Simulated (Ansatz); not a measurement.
Ansatz (a quantum-chemistry and plane-wave program) input (r2SCAN/aug-cc-pVTZ):

Ansatz 0.2 input:
```yaml
crystal:
  periodic: [false, false, false]
  atoms:
    - {symbol: C, position_ang: [-0.03124793, -0.06375843, -1.25786558]}
    - {symbol: C, position_ang: [0.00426770, -0.02343511, -0.00300284]}
    - {symbol: H, position_ang: [0.07165628, -0.76285566, -2.05909856]}
    - {symbol: O, position_ang: [0.01127814, 0.16075211, 1.20303864]}
basis:
  gaussian:
    orbitals: aug-cc-pVTZ
hamiltonian:
  xc: {name: r2SCAN}
total_charge: -1
accuracy: high
magnetization: {spin_polarized: false}
```

Output:

```
Functional definition: r2SCAN
integrals: 0.45 GiB planned
2273 factors; integrals over basis functions are off by at most 3.0e-9 eV
mean field: 0.79 GiB planned
mean field evaluation 1: about -4128.6060 eV, gradient 5.5e1 eV
mean field evaluation 2: about -4095.5010 eV, gradient 1.2e2 eV
mean field evaluation 4: about -4135.4362 eV, gradient 1.1e1 eV
mean field evaluation 8: about -4135.7315 eV, gradient 3.8e-1 eV
mean field evaluation 16: about -4135.7318 eV, gradient 4.9e-5 eV
mean field -4135.73176264 eV, -151.9853389772 hartree, gradient 3.6e-8 eV, S^2 0.000000; 0 other end points of the search recorded, 0 dependent functions left out
reference -4135.73176348 eV, -151.9853390081 hartree; 11, 11 occupied and 150, 150 virtual orbitals, 2273 factors
Total energy: -4135.73176348 eV, -151.9853390081 hartree
```
